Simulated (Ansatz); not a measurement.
Al(H2S)H3 (AlH5S). Total charge 0; singlet. Geometry relaxed at PBE0-D4/def2-TZVP.

```xyz
7

Al    0.467    0.158   -0.972
S    -0.666    0.397    1.278
H    -1.589   -0.566    1.115
H     0.148   -0.418    1.971
H    -0.713    0.832   -1.809
H     0.607   -1.433   -0.995
H     1.747    1.031   -0.588
```

(1) Estimate the harmonic wavenumbers at RKS PBE0-D4/def2-TZVP (Ansatz, unscaled). Is this a minimum?

Results:

(1) 129, 237, 285, 325, 531, 590, 722, 763, 769, 1199, 1874, 1879, 1883, 2712, 2724 cm⁻¹. Yes, no mode is imaginary beyond noise. Zero-point energy 99.4 kJ/mol. Run time 27 s (2 threads of AMD EPYC 7R13 on a shared host).
